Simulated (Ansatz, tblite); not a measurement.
# The cluster LaF3: a ladder of methods and basis sets

The task here is to estimate one member of a computed series from the others.

Program: Ansatz 0.2.0, Gaussian basis. Level of theory: as each input shows. These are calculated values, not measurements.

Plan: GFN1-xTB, GFN2-xTB, PBE-D4/def2-TZVP, r2SCAN-D4/def2-TZVP, B3LYP-D4/def2-TZVP, r2SCAN0-D4/def2-TZVP, LDA/def2-TZVP, HSE06-D4/def2-TZVP, ωB97X-V/def2-TZVP, PBE-D4/def2-SVP, PBE0-D4/def2-SVP, PBE0-D4/def2-TZVPD, PBE-D4/def2-TZVPD, r2SCAN-D4/def2-TZVPD, CCSD(T)/def2-TZVPP, MP2/def2-TZVP, RPA/def2-TZVP.

1 further run of the same task is left out (set aside as unsound or not needed).

### The relaxed structure

The geometry is that of the singlet, from an earlier relaxation (r2SCAN-D4/def2-TZVP). At that level it is the lowest of the isomers that a small search found.

4 atoms, charge 0, spin multiplicity 1.

Bond lengths: La1–F2 2.150 Å, La1–F3 2.150 Å, La1–F4 2.150 Å. Angles: F2–La1–F3 113.6°, F2–La1–F4 113.6°, F3–La1–F4 113.6°.

La takes a core potential in the def2 sets. No spin-orbit coupling is included.

PBE0-D4/def2-TZVP was run before; its log isn't repeated, and its numbers join the tables.

Set-up of the first run:

Tight binding, by tblite at 300 K electronic temperature and without a spin-polarisation term:

```python
tblite.interface.Calculator('GFN1-xTB', numbers, positions, charge=0, uhf=0).singlepoint()
```

Tight binding, by tblite at 300 K electronic temperature and without a spin-polarisation term:

```python
tblite.interface.Calculator('GFN2-xTB', numbers, positions, charge=0, uhf=0).singlepoint()
```

start.molden holds the orbitals of an earlier run on this state, given as this run's starting guess.

Input file in.yaml:

```yaml
crystal:
  periodic: [false, false, false]
  atoms:
    - {symbol: La, position_ang: [-0.269483, 0.310289, -0.061550]}
    - {symbol: F, position_ang: [-0.293057, -0.031296, 2.060768]}
    - {symbol: F, position_ang: [-1.047306, -1.334429, -1.206704]}
    - {symbol: F, position_ang: [1.609857, 1.055436, -0.792514]}
basis:
  gaussian: {orbitals: def2-TZVP, initial_orbitals: start.molden}
hamiltonian: {xc: pbe, dispersion: d4}
scf: {omitted_lower_state_checks: [starts]}
output: {orbitals: {seedname: orbitals}}
```

Started as:

```bash
> ansatz run in.yaml --threads 4 --pin off --events-out ev --progress --plain --max-ram 3916MiB
```

Steps of the session up to this table: PBE-D4/def2-TZVP; r2SCAN-D4/def2-TZVP; B3LYP-D4/def2-TZVP; r2SCAN0-D4/def2-TZVP; LDA/def2-TZVP; HSE06-D4/def2-TZVP; ωB97X-V/def2-TZVP; PBE-D4/def2-SVP; PBE0-D4/def2-SVP; PBE0-D4/def2-TZVPD; PBE-D4/def2-TZVPD; r2SCAN-D4/def2-TZVPD; CCSD(T)/def2-TZVPP; MP2/def2-TZVP; RPA/def2-TZVP.

One of the session's tables, all rows but one given; the rest of the session is left out.

It belongs to the step «Levels side by side». 

| level | HOMO (eV) | LUMO (eV) | gap (eV) |
| --- | --- | --- | --- |
| LDA/def2-TZVP | ? | ? | ? |
| PBE-D4/def2-SVP | -7.74 | -2.71 | 5.03 |
| PBE-D4/def2-TZVP | -8.04 | -2.81 | 5.24 |
| PBE-D4/def2-TZVPD | -8.12 | -2.80 | 5.32 |
| r2SCAN-D4/def2-TZVP | -8.43 | -2.27 | 6.15 |
| r2SCAN-D4/def2-TZVPD | -8.48 | -2.24 | 6.24 |
| B3LYP-D4/def2-TZVP | -9.64 | -2.52 | 7.12 |
| PBE0-D4/def2-SVP | -9.65 | -2.11 | 7.54 |
| PBE0-D4/def2-TZVP | -9.92 | -2.18 | 7.74 |
| PBE0-D4/def2-TZVPD | -9.97 | -2.16 | 7.82 |
| r2SCAN0-D4/def2-TZVP | -10.21 | -1.83 | 8.38 |
| HSE06-D4/def2-TZVP | -9.50 | -2.52 | 6.99 |
| ωB97X-V/def2-TZVP | -12.38 | -0.59 | 11.79 |

Q: Estimate the row for LDA/def2-TZVP from the others.

The run gave: HOMO (eV): -8.32; LUMO (eV): -2.94; gap (eV): 5.38. In the column «HOMO (eV)» it lies between r2SCAN-D4/def2-TZVP (-8.43) and PBE-D4/def2-TZVPD (-8.12).
